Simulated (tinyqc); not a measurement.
Inside a calculation. Method: RHF in the sto-3g basis, for H3O+, spin multiplicity 1. One step of it, computed by the program tinyqc.

Problem. Orthogonalisation. S = U s U^T; symmetric (Loewdin) form X = U s^(-1/2) U^T, so that X^T S X = 1.

overlap S, lower triangle:
```
           1O 1s     1O 2s     1O 2px     1O 2py     1O 2pz     2H 1s     3H 1s     4H 1s
1O 1s   1.000000
1O 2s   0.236704  1.000000
1O 2px  0.000000  0.000000   1.000000
1O 2py  0.000000  0.000000   0.000000   1.000000
1O 2pz  0.000000  0.000000   0.000000   0.000000   1.000000
2H 1s   0.026827  0.303834   0.278726   0.000000  -0.045778  1.000000
3H 1s   0.026849  0.304006  -0.139466   0.241470  -0.045812  0.094226  1.000000
4H 1s   0.026849  0.304006  -0.139466  -0.241470  -0.045812  0.094226  0.094324  1.000000
```

Give: eigenvalues of S; X.

Solution.

eigenvalues of S: 0.5052  0.6081  0.6082  0.9659  1.0305  1.2976  1.2976  1.6869

X, lower triangle:
```
          1O 1s    1O 2s   1O 2px   1O 2py  1O 2pz    2H 1s    3H 1s   4H 1s
1O 1s    1.0236
1O 2s   -0.1359   1.1375
1O 2px   0.0000  -0.0001   1.0524
1O 2py   0.0000   0.0000   0.0000   1.0525
1O 2pz   0.0019  -0.0170   0.0000   0.0000  1.0025
2H 1s    0.0153  -0.1617  -0.1635   0.0000  0.0239   1.0770
3H 1s    0.0153  -0.1618   0.0818  -0.1417  0.0239  -0.0306   1.0771
4H 1s    0.0153  -0.1618   0.0818   0.1417  0.0239  -0.0306  -0.0307  1.0771
```
